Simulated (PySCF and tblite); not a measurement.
Values are calculated unless marked as measured or tabulated.
System: C4H10S2, numbered as in [CH3:1][CH:2]([CH3:3])[CH2:4][S:5][SH:6].

For the rotation about the C2–C4 bond (torsion C1–C2–C4–S5 from 65° to 170°, rising): electronic barrier 3.27 kcal/mol, zero-point change 0.01 kcal/mol, thermal and entropy terms at 200 K a further 0.31 kcal/mol (symmetry numbers apart). The minimum is C1, the saddle C1. Geometries: GFN2-xTB; energies: CAM-B3LYP/pcSseg-1 + D3(BJ); zero-point and thermal terms from GFN2-xTB harmonic modes (soft modes blended into free rotors). Rate constants are transition-state-theory values, counting equivalent paths, without tunnelling. (PySCF 2.14 with density fitting, tblite 0.8.)

How many equivalent paths lead out of the minimum?

1: the symmetry number of the minimum is 1, that of the saddle displaced along its mode 1.

Work out the rate at 200 K.

ΔG‡ = 3.59 kcal/mol; k_B T/h = 4.2×10¹² s⁻¹; exp(−ΔG‡/RT) = 0.00012; times 1 gives k = 5×10⁸ s⁻¹. Wigner's tunnelling factor for the 55i cm⁻¹ mode would be 1.01.
